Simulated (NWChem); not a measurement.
System: silicon monoxide (SiO, singlet); SMILES O=[Si]

The following NWChem deck was run.

```
start job
memory heap 200 mb stack 900 mb global 1100 mb
geometry units angstroms noautoz
  Si     0.000000     0.000000     0.548651
  O      0.000000     0.000000    -0.960088
end
basis spherical
  * library def2-tzvp
end
dft
  xc xtpss03 ctpss03
  iterations 150
  mulliken
end
task dft energy
```

Output (shortened):

```
             Northwest Computational Chemistry Package (NWChem) 7.3.0
             --------------------------------------------------------

 ORDER OF PRIMARY AXIS IS BEING SET TO 4
 C4V symmetry detected

                             Geometry "geometry" -> ""
                             -------------------------

 Output coordinates in angstroms (scale by  1.889725989 to convert to a.u.)

  No.       Tag          Charge          X              Y              Z
 ---- ---------------- ---------- -------------- -------------- --------------
    1 Si                  14.0000     0.00000000     0.00000000     0.54863236
    2 O                    8.0000     0.00000000     0.00000000    -0.96010664

 Effective nuclear repulsion energy (a.u.)      39.2830382776

      Symmetry information
      --------------------

 Group name             C4v
 Group number             18
 Group order               8
 No. of unique centers     2

                                 NWChem DFT Module
                                 -----------------

 Summary of "ao basis" -> "ao basis" (spherical)
 ------------------------------------------------------------------------------
       Tag                 Description            Shells   Functions and Types
 ---------------- ------------------------------  ------  ---------------------
 Si                        def2-tzvp                13       37   5s5p2d1f
 O                         def2-tzvp                11       31   5s3p2d1f

      Symmetry analysis of basis
      --------------------------

        a1         24
        a2          0
        b1          6
        b2          6
        e          32

            General Information
            -------------------
          SCF calculation type: DFT
          Wavefunction type:  closed shell.
          No. of atoms     :     2
          No. of electrons :    22
           Alpha electrons :    11
            Beta electrons :    11
          Charge           :     0
          Spin multiplicity:     1
          Use of symmetry is: on ; symmetry adaption is: on
          Maximum number of iterations: 150
          AO basis - number of functions:    68
                     number of shells:    24
          Convergence on energy requested:  1.00D-06
          Convergence on density requested:  1.00D-05
          Convergence on gradient requested:  5.00D-04

              XC Information
              --------------
                  TPSS metaGGA Exchange Functional  1.000
             TPSS03 metaGGA Correlation Functional  1.000

             Grid Information
             ----------------
          Grid used for XC integration:  medium
          Radial quadrature: Mura-Knowles
          Angular quadrature: Lebedev.
          Tag              B.-S. Rad. Rad. Pts. Rad. Cut. Ang. Pts.
          ---              ---------- --------- --------- ---------
          Si                  1.10       88           7.0       590
          O                   0.60       49           7.0       434
          Grid pruning is: on
          Number of quadrature shells:   137
          Spatial weights used:  Erf1

      Superposition of Atomic Density Guess
      -------------------------------------

 Sum of atomic energies:        -363.61971774

      Non-variational initial energy
      ------------------------------

 Total energy =    -363.673976
 1-e energy   =    -581.506615
 2-e energy   =     178.549601
 HOMO         =      -0.352215
 LUMO         =      -0.029616

      Symmetry analysis of molecular orbitals - initial
      -------------------------------------------------

 !! scf_movecs_sym_adapt:   12 vectors were symmetry contaminated

  Symmetry fudging

 !! scf_movecs_sym_adapt:   12 vectors were symmetry contaminated

  Numbering of irreducible representations:

     1 a1          2 a2          3 b1          4 b2          5 e

  Orbital symmetries:

     1 a1          2 a1          3 a1          4 a1          5 e
     6 e           7 a1          8 a1          9 e          10 e
    11 a1         12 e          13 e          14 a1         15 a1
    16 e          17 e          18 a1         19 b1         20 b2
    21 e

     ---------------------------------------------
      Total Density - Mulliken Population Analysis
     ---------------------------------------------

    Atom       Charge   Shell Charges
 -----------   ------   -------------------------------------------------------
    1 Si  14    12.93   2.00  0.59  1.38  1.08  0.94  4.09  1.75  0.35  0.43  0.13  0.10  0.06  0.03
    2 O    8     9.07   0.79  1.18  0.62  0.99  0.24  2.10  2.24  0.89  0.00  0.01  0.00

   convergence    iter        energy       DeltaE   RMS-Dens  Diis-err
 ---------------- ----- ----------------- --------- --------- ---------
 d= 0,ls=0.0,diis     1   -364.6275209316 -4.04D+02  3.47D-02  1.25D+00
 d= 0,ls=0.0,diis     2   -360.9020849818  3.73D+00  2.82D-02  2.24D+01
 d= 0,ls=0.0,diis     3   -364.7871351089 -3.89D+00  2.15D-03  4.69D-02
 d= 0,ls=0.0,diis     4   -364.7903005687 -3.17D-03  8.12D-04  6.60D-03
 d= 0,ls=0.0,diis     5   -364.7912656633 -9.65D-04  1.95D-04  6.72D-04
  Resetting Diis
 d= 0,ls=0.0,diis     6   -364.7913443693 -7.87D-05  3.76D-05  1.16D-05
 d= 0,ls=0.0,diis     7   -364.7913450164 -6.47D-07  1.20D-05  4.33D-07
 d= 0,ls=0.0,diis     8   -364.7913448222  1.94D-07  9.61D-06  2.23D-06

         Total DFT energy =     -364.791344822160
      One electron energy =     -583.231885249120
           Coulomb energy =      208.648131755415
    Exchange-Corr. energy =      -29.490629606094
 Nuclear repulsion energy =       39.283038277639

 Numeric. integr. density =       22.000000367491

                  Occupations of the irreducible representations
                  ----------------------------------------------

[...]
```

Level: TPSS/def2-TZVP. Low-valent species are run as closed-shell singlets; no triplet was tried in these runs. The geometry was optimised at PBE0-D3(BJ)/def2-TZVP.
